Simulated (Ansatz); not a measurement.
H2Al–AlH2, singlet: reading a ladder of total energies

Geometry: a PBE0/def2-TZVP stationary point for this spin, not checked as a minimum.

```json
{"atom": "Al", "x (Å)": "0.0000", "y (Å)": "0.0000", "z (Å)": "1.3086"}
{"atom": "Al", "x (Å)": "0.0000", "y (Å)": "0.0000", "z (Å)": "-1.3086"}
{"atom": "H", "x (Å)": "0.0000", "y (Å)": "1.3533", "z (Å)": "2.1524"}
{"atom": "H", "x (Å)": "0.0000", "y (Å)": "-1.3533", "z (Å)": "2.1524"}
{"atom": "H", "x (Å)": "0.0000", "y (Å)": "1.3533", "z (Å)": "-2.1524"}
{"atom": "H", "x (Å)": "0.0000", "y (Å)": "-1.3533", "z (Å)": "-2.1524"}
```

Basis cc-pVDZ; Ansatz 0.2.0. Only valence electrons are correlated (noble-gas cores frozen), which leaves 10 electrons in 46 orbitals. R marks a restricted (for open shells ROHF) determinant.

Full CI isn't at hand for all of this; RCCSDTQ serves as the reference, and is uncertain by about the last step of the cluster series.

Runs differ by some tens of microhartree through their thresholds, so steps under 0.03 kcal/mol mean nothing.

```json
{"level": "RHF", "total energy (hartree)": "-486.119610"}
{"level": "RMP2", "total energy (hartree)": "-486.252111"}
{"level": "RCCSD", "total energy (hartree)": "-486.293329"}
{"level": "RCCSD(T)", "total energy (hartree)": "-486.296390"}
{"level": "RCCSDT", "total energy (hartree)": "-486.297303"}
{"level": "RCCSDT(Q)", "total energy (hartree)": "-486.297421"}
{"level": "RCCSDTQ", "total energy (hartree)": "-486.297450"}
```

Problem. What is the correlation energy at RCCSDTQ, and what share of it do RMP2 and RCCSDT recover?

Solution. E(corr) = -486.297450 − (-486.119610) = -0.177840 hartree = -4.839 eV. RMP2: -0.132501 / -0.177840 = 74.51 %. RCCSDT: -0.177693 / -0.177840 = 99.92 %.

Problem. By how many kcal/mol does RCCSD(T) miss RCCSDTQ (1 hartree = 627.509 kcal/mol), and which steps make up the rest?

Solution. -486.296390 − (-486.297450) = 0.001060 hartree = 0.67 kcal/mol. Steps: RCCSDT − RCCSD(T) = -0.57, RCCSDT(Q) − RCCSDT = -0.07, RCCSDTQ − RCCSDT(Q) = -0.02 kcal/mol. That is within 1 kcal/mol of the reference in this basis, which itself misses far more of the correlation at the basis-set limit.
